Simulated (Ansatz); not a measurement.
Results of G0W0@PBE in Ansatz (plane waves, hard PAW, contour deformation) for zinc-blende BeTe.

The cell has the measured lattice parameters. Conventional cell: a = 5.6260 Å, b = 5.6260 Å, c = 5.6260 Å, α = 90.00°, β = 90.00°, γ = 90.00°.

The quasiparticle gap at Γ at a fixed k mesh 2×2×2:

| response cutoff | value (eV) |
|---|---|
| 250 eV, 734 empty bands | 4.538 |
| 300 eV, 965 empty bands | 4.550 |
| 400 eV, 1486 empty bands | 4.563 |
| 500 eV, 2076 empty bands | 4.572 |

Question: Taking the value to converge with the response cutoff E as E^(−3/2), extrapolate from the last two rows.

Answer: With y = y∞ + c/w and weights w = 8000 and 11180 for the last two rows, y∞ = (w2 y2 − w1 y1)/(w2 − w1) = (11180 × 4.572 − 8000 × 4.563)/3180 = 4.595 eV, which lies 0.023 beyond the last row. Successive pairs of rows give 4.588, 4.587, 4.595. The limit also hangs on the law assumed, so its last digits aren't firm.

The other settings are not extrapolated, so this is the limit in one setting alone.

At the last cutoff the smallest gap on this mesh is 2.68 eV, with an edge away from Γ.

Spin–orbit coupling is not included; with these elements it can move the gap by several tenths of an eV or more.

Ansatz is an electronic-structure program.
